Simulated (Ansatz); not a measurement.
Relaxing Li3P2

Method: Ansatz 0.2.0, DFT PBE, scalar-relativistic, plane waves, PAW. Cutoff 420 eV, Γ-centred k mesh, Gaussian smearing, no spin polarisation in the final step.

A relaxed cell is given with its space group left out.

```
Li P
1.0
     1.42490    0.82266   10.56276
    -1.42490    0.82266   10.56276
     0.00000   -1.64533   10.56276
Li P
3 2
Direct
  0.00000 0.00000 0.00000
  0.21014 0.21014 0.21014
  0.78986 0.78986 0.78986
  0.39674 0.39674 0.39674
  0.60326 0.60326 0.60326
```

The zero of energy is the elements' standard structures at the same level; no fitted shifts are applied.

(1) What space group does it have?

(2) How far does it lie from the elements in energy?

(3) Is it a metal?

Results:

(1) R-3m (No. 166). Conventional cell: a = 2.850 Å, c = 31.688 Å. Li on Wyckoff site a (1 atom of the primitive cell) has 6 P at 2.60 Å and 6 Li at 2.85 Å; Li on Wyckoff site c (2 atoms of the primitive cell) is coordinated by 3 P at 2.51 Å, 6 Li at 2.85 Å and 3 Li at 3.21 Å; around P lie 6 Li at 2.51–2.60 Å and 6 P at 2.85 Å.

(2) -0.26 eV/atom.

(3) Yes, bands cross the Fermi level on the 18×18×18 mesh.

The final run used a 18×18×18 mesh on its 5-atom cell and 0.10 eV smearing. The k mesh leaves about 4 meV/atom of noise in metals. The cell came from a trial start, so Li3P2 may not exist in this structure.

Cost: 4 runs of about 5.3 core-minutes in all, on Intel Xeon Platinum 8488C (Sapphire Rapids) (shared hosts).